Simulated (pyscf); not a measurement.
Thermochemistry of product channels of `[I]` [doublet] + `[CH3][CH3]` on the doublet surface, in kcal/mol, from CCSD(T)/def2-TZVPP + ΔMP2(QZVPP) energies (ideal gas, 1 atm, RRHO with modes under 100 cm⁻¹ raised to 100, one conformer, R ln 2 for chiral ones without a mode under 150 cm⁻¹). Single points on ωB97X-D3(BJ)/def2-SVP structures (PySCF, gas phase). MP2 and CC: frozen core, UHF for open shells. ΔMP2 is the change of the MP2 total energy from the triple- to the quadruple-zeta basis.

```csv
products,ΔE,ΔH(298 K),ΔG(900 K),ΔG(1200 K)
`[CH3][I]` + `[CH3]` [doublet],?,+25.7,+15.1,+11.5
`[IH]` + `[CH2][CH3]` [doublet],+28.1,+22.7,+8.9,+4.0
```

Q: Complete the blanks.

A: 
- `[CH3][I]` + `[CH3]` [doublet], ΔE: +30.2

These are energies of the channels, which say nothing of barriers. The CCSD(T) − MP2 part came from Ansatz, without density fitting, on the same reference. The frozen core leaves the outer d or s,p core shells of the metals and heavy elements correlated in the MP2 and CC values, and def2-TZVPP describes them poorly, which can shift differences by a few kcal/mol. Left out: orbital degeneracy and the spin-orbit lowering of I, which is large for Br, Se, Te and I. Elements past Kr carry the def2 core potentials, without spin-orbit coupling.
